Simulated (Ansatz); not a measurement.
Program: Ansatz. Geometries: PBE0-D4/def2-TZVP. ΔE: electronic, gas phase. CCSD(T)/CBS adds triple-zeta CCSD(T) − MP2 to the extrapolated MP2 energy (def2 sets, frozen cores). DFT in def2-TZVPP. HSE06 is defined as in plane-wave codes. One conformer a species, not always the lowest.

Consider the isomerisation: `CCCC(C)C(C)C` → `CC(C)CC(C)(C)C`.

```
             level  ΔE (kcal/mol)  difference from CCSD(T)/CBS
            PBE-D4            0.0                          0.8
         r2SCAN-D4           -0.6                          0.2
        r2SCANh-D4           -0.5                          0.3
            B2PLYP            0.2                          1.0
            revPBE            1.8                          2.6
            r2SCAN           -0.3                          0.5
              PBE0            0.8                          1.6
             HSE06            0.8                          1.6
             BHLYP            1.2                          2.0
         CAM-B3LYP            0.8                          1.6
RPA@PBE/def2-TZVPP           -1.2                         -0.4
     HF/def2-TZVPP            1.9                          2.7
    MP2/def2-QZVPP           -1.6                         -0.8
SCS-MP2/def2-QZVPP           -0.9                         -0.1
      HF/CBS(def2)            1.9                          2.7
     MP2/CBS(def2)           -1.5                         -0.7
       CCSD(T)/CBS           -0.8                            0
```

Largest T1 diagnostic among the species: 0.009.

In def2-TZVPP, CCSD(T) changes the Hartree–Fock value by −3.0 kcal/mol (the triples alone add −0.5 kcal/mol) and MP2 by −3.7 kcal/mol. Leaving LDA and LC-ωPBE aside and taking each functional with its dispersion term where it has one, the values, not all of them listed here, spread over 0.9 kcal/mol, from B97M-V to B2PLYP. LDA lies −1.9 kcal/mol from PBE without D4.
